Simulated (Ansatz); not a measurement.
**Relaxing Hf₂As₃**

Computed with DFT PBE, scalar-relativistic, plane waves, PAW in Ansatz 0.2.0. Cutoff 420 eV, Γ-centred k mesh, Gaussian smearing, no spin polarisation in the final step.

The start puts Hf₂As₃ on the sites of a reported Zr3Ga2 cell (P4/mbm, No. 127), with Hf in place of Ga, As in place of Zr, at a guessed volume.

```
CELL_PARAMETERS angstrom
7.81103 0.00000 0.00000
0.00000 7.81103 0.00000
0.00000 0.00000 3.92412
ATOMIC_POSITIONS crystal
Hf 0.38000 0.88000 0.00000
Hf 0.12000 0.38000 0.00000
Hf 0.62000 0.12000 0.00000
Hf 0.88000 0.62000 0.00000
As 0.00000 0.00000 0.00000
As 0.50000 0.50000 0.00000
As 0.18000 0.68000 0.50000
As 0.32000 0.18000 0.50000
As 0.82000 0.32000 0.50000
As 0.68000 0.82000 0.50000
```

Cell and atoms relax at zero pressure; the relaxation can't lower the symmetry of the start. After a coarse first stage the cell is made exact in the group found at 0.06 Å.

The zero of energy is the elements' standard structures at the same level; no fitted shifts are applied.

(1) Which crystal results?

(2) What are its volume, energy, density and gap?

## Answers

(1) It keeps P4/mbm (No. 127). Conventional cell: a = 7.375 Å, c = 3.567 Å. Around Hf lie 8 As at 2.76–2.83 Å; As on Wyckoff site a (2 atoms of the primitive cell) is coordinated by 4 Hf at 2.77 Å and 10 As at 3.37–3.57 Å; As on Wyckoff site h (4 atoms of the primitive cell) is coordinated by 6 Hf at 2.76–2.83 Å and 1 As at 2.88 Å.

```cif
data_structure
_symmetry_space_group_name_H-M 'P4/mbm'
_symmetry_Int_Tables_number 127
_cell_length_a 7.3755
_cell_length_b 7.3755
_cell_length_c 3.5673
_cell_angle_alpha 90.000
_cell_angle_beta 90.000
_cell_angle_gamma 90.000
_cell_volume 194.05
loop_
_atom_site_label
_atom_site_type_symbol
_atom_site_symmetry_multiplicity
_atom_site_Wyckoff_symbol
_atom_site_fract_x
_atom_site_fract_y
_atom_site_fract_z
_atom_site_occupancy
Hf1 Hf 4 g 0.34042 0.84042 0.00000 1
As1 As 2 a 0.00000 0.00000 0.00000 1
As2 As 4 h 0.13787 0.63787 0.50000 1
```

(2) The volume per atom is 19.41 Å³ and the density is 9.96 g/cm³. The energy over the elements is -0.73 eV/atom and the gap on the 6×6×10 mesh is 0 eV (a metal).

The final run used a 6×6×10 mesh on its 10-atom cell and 0.10 eV smearing. For metals, differences of a few meV/atom aren't resolved. Spin–orbit coupling is left out. Symmetry constrained the relaxation, so the result can be a saddle point.